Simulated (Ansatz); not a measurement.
C₃H₅ (`C=[C]C`) radical, 8 atoms. The species carries charge 0 and has multiplicity 2. All runs use 2 threads of a server CPU on a shared host. Correlated methods freeze the cores. Open-shell runs search over several starts.

Question: How many basis functions does each run have, and how long does it take in Ansatz? UKS PBE0-D4/def2-TZVPP energy; UKS ωB97M-V/def2-QZVPP energy; direct RPA on PBE orbitals/def2-TZVPP energy; UKS PBE0-D4/def2-SVP energy; UKS ωB97M-V/def2-SVP energy; UKS PBE0-D4/def2-TZVP frequencies; UKS B97M-V/def2-TZVPP energy; UHF-CCSD(T)/def2-TZVPP energy; UKS SPW92/def2-TZVPP energy; UHF-CCSD(T)/def2-SVP energy; UKS PBE0-D4/def2-TZVP relaxation (8 steps); UKS PBE0-D4/def2-QZVPP energy. (Estimate.)

Answer: Computed: Other jobs shared the machine, so times are rough.

```
                                level                   job  functions  wall time  peak host memory (GiB)
                 UKS PBE0-D4/def2-SVP                energy         67     0.95 s                    0.15
                 UKS SPW92/def2-TZVPP                energy        163     0.95 s                    0.17
               UKS PBE0-D4/def2-TZVPP                energy        163      2.4 s                    0.31
                 UKS ωB97M-V/def2-SVP                energy         67      2.9 s                    0.25
                 UHF-CCSD(T)/def2-SVP                energy         67      2.9 s                    0.33
direct RPA on PBE orbitals/def2-TZVPP                energy        163        3 s                    0.32
               UKS PBE0-D4/def2-QZVPP                energy        321        6 s                    0.77
                UKS B97M-V/def2-TZVPP                energy        163      6.5 s                    0.38
               UKS ωB97M-V/def2-QZVPP                energy        321       13 s                       1
                UKS PBE0-D4/def2-TZVP  relaxation (8 steps)        123       17 s                    0.23
               UHF-CCSD(T)/def2-TZVPP                energy        163       42 s                     3.2
                UKS PBE0-D4/def2-TZVP           frequencies        123       58 s                    0.22
```

The UHF reference is spin-contaminated (⟨S²⟩ = 0.91, T1 = 0.031).
